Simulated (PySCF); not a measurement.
Level of theory and adiabatic energies of losing or gaining an electron: methane

Structure: `C` (CH4).

All levels share the PBE0-D3(BJ)/def2-SVP structures and the PBE0-D3(BJ)/def2-SVP thermal terms; only the single-point energies (PySCF) change. Values are adiabatic energies of losing or gaining an electron (0 K, eV).

| level | ionisation energy to the radical cation | abs. error | time |
| --- | --- | --- | --- |
| HF/jun-cc-pV(T+d)Z | 11.72 | 0.90 | 1.1 s |
| B3LYP-D3(BJ)/ma-def2-TZVP | 12.46 | 0.15 | – |
| CCSD(T)/jun-cc-pV(T+d)Z | 12.63 | 0.01 | 2.1 min |
| MP2/jun-cc-pV(T+d)Z | 12.64 | 0.02 | 6.4 s |
| ATcT 1.112 | 12.62 |  |  |

Times are wall times for all single points of a level on 1 thread of Arm Neoverse V1, a shared host; the dash marks the run that also made the structures.

Hartree-Fock leaves out electron correlation, so its ionisation energies and electron affinities from energy differences come out too low, often by 1 eV or more.

The spread: 0.92 eV, from 11.72 to 12.64.
